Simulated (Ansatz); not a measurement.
in.yaml

```yaml
crystal:
  periodic: [false, false, false]
  atoms:
    - {symbol: B, position_ang: [0.000000, 0.000000, 0.204369]}
    - {symbol: N, position_ang: [0.000000, 0.000000, -1.582631]}
    - {symbol: H, position_ang: [0.000000, 0.000000, 1.378261]}
basis:
  gaussian: {orbitals: 6-31G}
magnetization: {spin_polarized: false, initial_magnetization: 1}
correlation: {active_space: {ras: {orbitals: [4, 1, 13], electrons: 9, max_holes: 2, max_particles: 2}, fixed_orbitals: true}}
```

```sh
$ ansatz run in.yaml --threads 1 --pin off --events-out ev --progress --plain --max-ram 2393MiB
```

The program prints:

```
290 factors; integrals over basis functions are off by at most 2.5e-4 eV
mean field evaluation 1: about -2159.3938 eV, gradient 2.8e1 eV
mean field evaluation 2: about -2159.3943 eV, gradient 2.8e1 eV
mean field evaluation 4: about -2162.2080 eV, gradient 3.7e0 eV
mean field evaluation 8: about -2162.5376 eV, gradient 2.3e-1 eV
mean field evaluation 16: about -2161.9768 eV, gradient 8.3e0 eV
mean field evaluation 32: about -2159.8325 eV, gradient 1.4e-6 eV
mean field evaluation 64: about -2162.2063 eV, gradient 3.7e0 eV
mean field -2162.53987100 eV, -79.4718744371 hartree, gradient 2.5e-6 eV, S^2 0.750000; 6 other end points of the search recorded, 0 dependent functions left out
reference -2162.53987100 eV, -79.4718744371 hartree; 7, 6 occupied and 13, 14 virtual orbitals, 290 factors
state -2167.24417666 eV, -79.6447544815 hartree
Total energy: -2167.24417666 eV, -79.6447544815 hartree
```

Ran on 1 thread of Arm Neoverse V1, shared host: 0.67 s wall, 0.17 GiB peak host memory.
